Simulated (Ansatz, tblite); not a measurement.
# Si(OMe)H3 (CH6OSi): one state, many levels

Aim: run the singlet of Si(OMe)H3 (CH6OSi) at one geometry on many levels, and compare frontier levels, spin and run time.

Method: as each input shows; program: Ansatz 0.2.0, Gaussian basis.

Plan: GFN1-xTB, GFN2-xTB, PBE-D4/def2-TZVP, r2SCAN-D4/def2-TZVP, CAM-B3LYP-D4/def2-TZVP, r2SCAN0-D4/def2-TZVP, LDA/def2-TZVP, B3LYP-D4/def2-TZVP, B2PLYP/def2-TZVP, HSE06-D4/def2-TZVP, LC-ωPBE/def2-TZVP, PBE-D4/def2-SVP, PBE0-D4/def2-SVP, HF/STO-3G, HF/6-31G, B3LYP-D4/6-31G, CCSD(T)/def2-TZVPP, MP2/def2-TZVP, RPA/def2-TZVP.

### 1 The relaxed structure

The singlet was relaxed beforehand with PBE0-D4/def2-TZVP.

9 atoms, charge 0, spin multiplicity 1.

Bond lengths: Si1–O2 1.642 Å, Si1–H7 1.491 Å, Si1–H8 1.481 Å, Si1–H9 1.491 Å, O2–C3 1.408 Å, C3–H4 1.096 Å, C3–H5 1.091 Å, C3–H6 1.096 Å. Angles: O2–Si1–H7 110.9°, O2–Si1–H8 106.4°, O2–Si1–H9 110.9°, H7–Si1–H8 110.4°, H7–Si1–H9 107.9°, H8–Si1–H9 110.4°, Si1–O2–C3 122.4°, O2–C3–H4 111.5°, O2–C3–H5 108.3°, O2–C3–H6 111.5°, H4–C3–H5 108.4°, H4–C3–H6 108.6°, H5–C3–H6 108.4°.

PBE0-D4/def2-TZVP was run before; its log isn't repeated, and its numbers join the tables.

### 2 GFN1-xTB

Tight binding, by tblite at 300 K electronic temperature and without a spin-polarisation term:

```python
tblite.interface.Calculator('GFN1-xTB', numbers, positions, charge=0, uhf=0).singlepoint()
```

Energy -325.9852 eV, HOMO -12.29 eV, LUMO -5.00 eV; 0.003 s.

### 3 GFN2-xTB

Tight binding, by tblite at 300 K electronic temperature and without a spin-polarisation term:

```python
tblite.interface.Calculator('GFN2-xTB', numbers, positions, charge=0, uhf=0).singlepoint()
```

Energy -300.3373 eV, HOMO -11.23 eV, LUMO -4.68 eV; 0.002 s.

### 4 PBE-D4/def2-TZVP

start.molden holds the orbitals of an earlier run on this state, given as this run's starting guess.

in.yaml

```yaml
crystal:
  periodic: [false, false, false]
  atoms:
    - {symbol: Si, position_ang: [-0.382509, 0.613081, -1.099906]}
    - {symbol: O, position_ang: [-0.306498, 0.503288, 0.536548]}
    - {symbol: C, position_ang: [0.348560, -0.556885, 1.191940]}
    - {symbol: H, position_ang: [-0.095205, -1.525645, 0.933458]}
    - {symbol: H, position_ang: [0.248744, -0.408263, 2.268419]}
    - {symbol: H, position_ang: [1.416078, -0.584751, 0.943487]}
    - {symbol: H, position_ang: [0.983660, 0.686171, -1.691612]}
    - {symbol: H, position_ang: [-1.142000, 1.847941, -1.402165]}
    - {symbol: H, position_ang: [-1.070830, -0.574937, -1.680149]}
basis:
  gaussian: {orbitals: def2-TZVP, initial_orbitals: start.molden}
hamiltonian: {xc: pbe, dispersion: d4}
scf: {omitted_lower_state_checks: [starts]}
output: {orbitals: {seedname: orbitals}}
```

Command:

```console
$ ansatz run in.yaml --threads 4 --pin off --events-out ev --progress --plain --max-ram 3916MiB
```

The runs that follow: r2SCAN-D4/def2-TZVP; CAM-B3LYP-D4/def2-TZVP; r2SCAN0-D4/def2-TZVP; LDA/def2-TZVP; B3LYP-D4/def2-TZVP; B2PLYP/def2-TZVP; HSE06-D4/def2-TZVP; LC-ωPBE/def2-TZVP; PBE-D4/def2-SVP; PBE0-D4/def2-SVP; HF/STO-3G; HF/6-31G; B3LYP-D4/6-31G; CCSD(T)/def2-TZVPP; MP2/def2-TZVP; RPA/def2-TZVP.

Q: Predict the results of all the runs planned. Wanted: gap in def2-TZVP, named functionals, smallest and largest; correlation energy, CCSD(T)/def2-TZVPP; correlation energy, MP2/def2-TZVP; binding an atom, CCSD(T)/def2-TZVPP; PBE0 total energy, smallest basis above largest.

**Answer**, as computed:

| quantity | value |
| --- | --- |
| gap in def2-TZVP, named functionals, smallest and largest | 5.91 eV (LDA), 13.42 eV (LC-ωPBE) |
| correlation energy, CCSD(T)/def2-TZVPP | -16.33 eV |
| correlation energy, MP2/def2-TZVP | -14.31 eV |
| binding an atom, CCSD(T)/def2-TZVPP | 3.503 eV |
| PBE0 total energy, smallest basis above largest | 6.61 eV (def2-SVP, def2-TZVP) |

**Reading.** Orbital gaps of the named functionals in def2-TZVP span 5.91 eV (LDA) to 13.42 eV (LC-ωPBE); exact exchange widens it. A small miss in a minimal or small basis is a cancelling of errors, not accuracy. The functionals in def2-TZVP miss CCSD(T)/def2-TZVPP by +0.026 (r2SCAN0-D4) to +0.511 eV (LDA) an atom. CCSD(T)/def2-TZVPP isn't at the basis-set limit; small misses against it rank nothing.
